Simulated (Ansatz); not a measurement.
# One shape, several levels: SO (sulfur oxide)

Wanted: a comparison of 6 runs (UHF/3-21G, UB3LYP/6-31G*, UB2PLYP/def2-TZVPPD, UB3LYP/def2-TZVPPD, UCAM-B3LYP/def2-TZVPPD, UCCSD(T)/def2-TZVPPD) of SO (sulfur oxide). 

Program for the calculation: Ansatz 0.2.0.

36 further runs of the same task are left out: 4 that didn't finish, 32 set aside as unsound or not needed.

## 1. The structure to begin with

SO has 2 atoms, charge 0, and is taken as a triplet. SMILES: `O=S`. The O1–S2 distance was set to 2.666 Å, away from the relaxed value.

## 2. The energy at UHF/3-21G (run 1)

File run.yaml:

```yaml
basis:
  gaussian: {orbitals: 3-21G.json}
crystal:
  periodic: [false, false, false]
  atoms:
    - {symbol: O, position_ang: [0.000000, 0.000000, -1.184913]}
    - {symbol: S, position_ang: [0.000000, 0.000000, 1.481087]}
magnetization: {spin_polarized: true, initial_magnetization: 2}
hamiltonian: {xc: hf}
accuracy: high
output: {orbitals: {seedname: orbitals}}
```

The basis set 3-21G is read from a file made from the Basis Set Exchange's data (not shown).

The run is started by

```console
ansatz run run.yaml --threads 1 --pin off --max-ram 3480MiB --events-out events.jsonl --progress --plain --runs-dir runs
```

Log:

```text
Warning: RAYON_NUM_THREADS=1 ignored (pool sized by the plan → 1); use --threads N
Functional definition: HF
  name "HF"
  exchange = exact_x
  correlation = 0
375 factors; integrals over basis functions are off by at most 3.6e-9 eV
mean field evaluation 1: about -12772.4018 eV, gradient 3.6e1 eV
mean field evaluation 2: about -12772.4033 eV, gradient 3.6e1 eV
mean field evaluation 4: about -12780.5568 eV, gradient 5.1e0 eV
mean field evaluation 8: about -12780.8145 eV, gradient 4.0e0 eV
mean field evaluation 16: about -12787.1773 eV, gradient 4.0e-1 eV
mean field evaluation 32: about -12786.1392 eV, gradient 1.2e-1 eV
mean field evaluation 64: about -12787.1308 eV, gradient 6.3e-4 eV
mean field evaluation 96: about -12787.1192 eV, gradient 9.2e-2 eV
mean field evaluation 128: about -12787.1272 eV, gradient 9.3e-1 eV
mean field evaluation 160: about -12786.9048 eV, gradient 1.4e0 eV
mean field evaluation 192: about -12786.8918 eV, gradient 7.9e-1 eV
mean field evaluation 224: about -12786.3942 eV, gradient 1.7e0 eV
mean field evaluation 256: about -12787.1301 eV, gradient 5.0e-7 eV
mean field evaluation 288: about -12786.5683 eV, gradient 1.0e-1 eV
mean field evaluation 320: about -12783.9257 eV, gradient 5.7e0 eV
mean field evaluation 352: about -12787.0490 eV, gradient 4.2e-1 eV
mean field evaluation 384: about -12780.0248 eV, gradient 4.2e-5 eV
mean field evaluation 416: about -12787.1268 eV, gradient 1.2e-1 eV
mean field evaluation 448: about -12786.8825 eV, gradient 2.0e0 eV
mean field evaluation 480: about -12786.7570 eV, gradient 4.4e0 eV
mean field -12787.17843322 eV, -469.9201399601 hartree, gradient 4.8e-8 eV, S^2 2.939836; 18 other end points of the search recorded, 0 dependent functions left out
reference -12787.17843322 eV, -469.9201399601 hartree; 13, 11 occupied and 9, 11 virtual orbitals, 375 factors
Total energy: -12787.17843322 eV, -469.9201399601 hartree
```

Run time: 0.99 s. Hardware: 1 thread of Arm Neoverse V1, shared host.

## 3. A single-point energy at UB3LYP/6-31G(d) (spherical functions) (run 2)

File run.yaml:

```yaml
crystal:
  periodic: [false, false, false]
  atoms:
    - {symbol: O, position_ang: [0.000000, 0.000000, -1.184913]}
    - {symbol: S, position_ang: [0.000000, 0.000000, 1.481087]}
basis:
  gaussian:
    orbitals: 6-31G_st_-spherical.json
accuracy: high
magnetization:
  spin_polarized: true
  initial_magnetization: 2
output: {orbitals: {seedname: orbitals}}
hamiltonian:
  xc: {name: B3LYP}
```

The basis set 6-31G* is read from a file made from the Basis Set Exchange's data (not shown).

The run is started by

```console
ansatz run run.yaml --threads 1 --pin off --max-ram 3480MiB --events-out events.jsonl --progress --plain --runs-dir runs
```

Log:

```text
Warning: RAYON_NUM_THREADS=1 ignored (pool sized by the plan → 1); use --threads N
Functional definition: B3LYP
  name "B3LYP"
  parameter a0 = 0.2
  parameter ax = 0.72
  parameter ac = 0.81
  exchange = (1 - a0 - ax)*slater_x + ax*b88_x + a0*exact_x
  correlation = (1 - ac)*vwn_rpa_c + ac*lyp_c
508 factors; integrals over basis functions are off by at most 3.0e-9 eV
mean field evaluation 1: about -12849.8292 eV, gradient 6.0e1 eV
mean field evaluation 2: about -12640.3059 eV, gradient 1.2e2 eV
mean field evaluation 4: about -12860.2747 eV, gradient 5.0e1 eV
mean field evaluation 8: about -12871.4073 eV, gradient 2.3e1 eV
mean field evaluation 16: about -12874.7353 eV, gradient 9.2e-1 eV
mean field evaluation 32: about -12875.4431 eV, gradient 9.3e-8 eV
mean field evaluation 64: about -12875.1605 eV, gradient 6.4e-7 eV
mean field evaluation 96: about -12874.8231 eV, gradient 5.8e-1 eV
mean field evaluation 128: about -12875.3726 eV, gradient 4.0e-1 eV
mean field evaluation 160: about -12875.0287 eV, gradient 1.1e-3 eV
mean field evaluation 192: about -12875.2519 eV, gradient 2.5e0 eV
mean field -12875.44313893 eV, -473.1638080670 hartree, gradient 9.3e-8 eV, S^2 2.715324; 17 other end points of the search recorded, 0 dependent functions left out
reference -12875.44316342 eV, -473.1638089670 hartree; 13, 11 occupied and 19, 21 virtual orbitals, 508 factors
Total energy: -12875.44316342 eV, -473.1638089670 hartree
```

It took 18 s on 1 thread of Arm Neoverse V1, shared host; peak memory 0.11 GiB.

Runs 3 to 5 aren't shown in full; the table further down has their settings and results.

## 4. The energy at UCCSD(T)/def2-TZVPPD (run 6)

File job.yaml:

```yaml
crystal:
  periodic: [false, false, false]
  atoms:
    - {symbol: O, position_ang: [0.000000, 0.000000, -1.184913]}
    - {symbol: S, position_ang: [0.000000, 0.000000, 1.481087]}
basis:
  gaussian:
    orbitals: def2-TZVPPD.json
scf:
  omitted_lower_state_checks: [cluster_reference, increment]
accuracy: high
magnetization:
  spin_polarized: true
  initial_magnetization: 2
correlation:
  method: ccsd_t
  frozen_orbitals: {O: 1, S: 5}
```

The basis set def2-TZVPPD is read from a file made from the Basis Set Exchange's data (not shown).

The run is started by

```console
ansatz run job.yaml --threads 1 --pin off --max-ram 3480MiB --events-out events.jsonl --progress --plain --runs-dir runs
```

Log:

```text
Warning: RAYON_NUM_THREADS=1 ignored (pool sized by the plan → 1); use --threads N
[... 36 lines left out ...]
6 core orbitals not correlated: weight in the atoms' cores, before any rotation towards them, 1.000 or more for the frozen orbitals, at most 0.000 for the correlated occupied ones
[... 46 lines left out ...]
Total energy: -12860.62349952 eV, -472.6191963637 hartree
Checks for a lower state left out: cluster_reference, increment
```

It took 50 s on 1 thread of Arm Neoverse V1, shared host; peak memory 0.65 GiB.

## 5. All runs side by side

```tsv
run	level	frozen core orbitals	energy (Eh)	HOMO energy (eV)	LUMO energy (eV)	⟨S²⟩	wall time
1	UHF/3-21G	–	-469.920140	-10.82	-0.34	2.940	0.99 s
2	UB3LYP/6-31G* (spherical functions)	–	-473.163809	-7.76	-5.46	2.715	18 s
3	UB2PLYP/def2-TZVPPD	6	-473.038624	-9.12	-3.31	2.898	59 s
4	UB3LYP/def2-TZVPPD	–	-473.233562	-8.02	-5.61	2.719	48 s
5	UCAM-B3LYP/def2-TZVPPD	–	-473.201822	-9.56	-3.95	2.803	44 s
6	UCCSD(T)/def2-TZVPPD	6	-472.619196	–	–	2.985	50 s
```

## 6. Results

```
                                          quantity          value
                               run 6: total energy  -472.61920 Eh
run 6: correlation energy (6 core orbitals frozen)     -318.5 mEh
                             run 6: (T) correction     -11.70 mEh
          run 6: ⟨S²⟩ of the reference determinant          2.985
                              run 6: T1 diagnostic          0.024
```

What this shows: Totals of different functionals can't be ranked against each other. Spin contamination of the reference: run 6 ⟨S²⟩ = 2.98, run 1 ⟨S²⟩ = 2.94, run 3 ⟨S²⟩ = 2.90, run 5 ⟨S²⟩ = 2.80, run 4 ⟨S²⟩ = 2.72, run 2 ⟨S²⟩ = 2.72. Where it is this large, the reference is a mixture of spin states, and values that rest on it are in doubt. All runs together took 3.7 min, the longest 59 s.
